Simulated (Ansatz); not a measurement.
## What a trial cell of TaP2 relaxes into

Level of theory: DFT PBE, scalar-relativistic, plane waves, PAW (Ansatz). Cutoff 420 eV, Γ-centred k mesh, Gaussian smearing, no spin polarisation in the final step.

TaP2 was placed on the rutile structure type (P4_2/mnm, No. 136), with Ta in place of Ti, P in place of O, at a guessed volume.

```
CELL_PARAMETERS angstrom
5.52667 0.00000 0.00000
0.00000 5.52667 0.00000
0.00000 0.00000 3.55974
ATOMIC_POSITIONS crystal
Ta 0.00000 0.00000 0.00000
Ta 0.50000 0.50000 0.50000
P 0.30600 0.30600 0.00000
P 0.19400 0.80600 0.50000
P 0.69400 0.69400 0.00000
P 0.80600 0.19400 0.50000
```

Cell and atoms relax at zero pressure; the relaxation can't lower the symmetry of the start. After a coarse first stage the cell is made exact in the group found at 0.06 Å.

Formation energies are uncorrected and refer to the elements' standard structures at the same level.

Problem. Which crystal results?

Solution. It keeps P4_2/mnm (No. 136). The result has the rutile structure. Conventional cell: a = 6.227 Å, c = 3.213 Å. Ta is coordinated by 6 P at 2.46–2.54 Å and 2 Ta at 3.21 Å; P is coordinated by 3 Ta at 2.46–2.54 Å.

```xyz
6
Lattice="6.2272 0.0000 0.0000 0.0000 6.2272 0.0000 0.0000 0.0000 3.2125" Properties=species:S:1:pos:R:3 pbc="T T T"
Ta    0.0000    0.0000    0.0000
Ta    3.1136    3.1136    1.6063
P     1.7947    1.7947    0.0000
P     1.3189    4.9083    1.6063
P     4.4325    4.4325    0.0000
P     4.9083    1.3189    1.6063
```

Problem. What are its volume, energy, density and gap?

Solution. The volume per atom is 20.76 Å³ and the density is 6.48 g/cm³. The energy over the elements is -0.13 eV/atom and the gap on the 6×6×12 mesh is 0 eV (a metal).

The final run used a 6×6×12 mesh on its 6-atom cell and 0.10 eV smearing. The k mesh leaves about 4 meV/atom of noise in metals. Spin–orbit coupling is left out. A structure relaxed within its symmetry needn't be a true minimum. The steps took roughly 2.5 core-minutes in all.